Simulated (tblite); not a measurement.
C3H4F2 (charge +1 and doublet state).
Z-matrix (Å and degrees, GFN2-xTB geometry), rows numbered from 1:
```
C 
C   1  1.3213
C   2  1.5264  1  124.65
F   3  1.3199  2  113.36  1  -153.03
F   3  1.3235  2  113.85  1   -27.45
H   1  1.0884  2  125.69  3   -17.96
H   1  1.0911  2  120.99  3   159.12
H   2  1.0911  1  124.20  3  -179.95
H   3  1.1287  2  103.40  1    90.05
```

All values are computed: GFN2-xTB (tblite) harmonic vibrations without scaling, gas phase. Against measured fundamentals such values can be off by several per cent, at times by over 20. One conformer, not necessarily the lowest. Open shells enter through the occupations alone, without spin polarisation, and single modes of such species can be off by tens of per cent.

Harmonic wavenumbers (cm⁻¹): 108.6, 225.9, 388.6, 453.3, 491.5, 664.2, 759.0, 850.7, 871.5, 951.6, 1042.6, 1094.4, 1124.8, 1133.2, 1176.2, 1243.7, 1510.8, 2569.9, 2933.9, 2952.9, 2980.9.

A = 9611, B = 3956, C = 2949 MHz; mass 78.028 u (most abundant isotopes); point group C1, symmetry number 1; spin multiplicity 2.

Zero-point energy?

½Σν̃ = 12764 cm⁻¹ = 152.69 kJ/mol.

Entropy at 298.15 K, 1 bar (ideal gas, RRHO, classical rotation)?

Translation 163.20, rotation 106.54, vibration 37.89, spin (R ln 2) 5.76: S = 313.4 J/(mol K).

And Cp and H(298.15 K) − H(0)?

Cp = 86.09 J/(mol K), of which vibrations give 52.84 (their classical limit is 21 R = 174.6); H(298.15 K) − H(0) = 16.69 kJ/mol without the zero-point energy, 6.77 from vibrations.

Which modes carry the vibrational entropy at 298.15 K?

108.6 cm⁻¹: 13.78; 225.9 cm⁻¹: 8.00; 388.6 cm⁻¹: 4.21; 453.3 cm⁻¹: 3.29; 491.5 cm⁻¹: 2.84; 664.2 cm⁻¹: 1.47 J/(mol K); the other 15 give 4.30 together.

Blend soft modes into free rotors: weight 1/[1 + (100 cm⁻¹/ν̃)⁴] for the oscillator and the rest for a rotor with moment μB/(μ + B), μ = h/(8π²ν), B = 10⁻⁴⁴ kg m². What vibrational entropy results?

37.02 J/(mol K) in place of 37.89, which changes −T·S at 298.15 K by +0.26 kJ/mol.

How do the functions run with temperature in this model?

```
 T (K)  S (J/(mol K))  Cp (J/(mol K))  H − H(0) (kJ/mol)  G − H(0) (kJ/mol)  ln q(vib)
    50          217.8            37.7               1.73              -9.16       0.05
   100          246.4            45.7               3.81             -20.82       0.28
373.15          334.4           101.5              23.73            -101.05       2.54
   500          367.2           122.7              38.02            -145.59       3.82
   750          422.6           149.8              72.39            -244.55       6.39
  1000          468.1           166.3             112.05            -356.06       8.85
```

q(vib) and H(0) count from the zero-point level.

Hindered rotation and anharmonicity are outside this model. Other conformers, if any are populated, would add a mixing term that is left out. The structure is chiral; the term R ln 2 for an equal mix with its mirror image is left out.
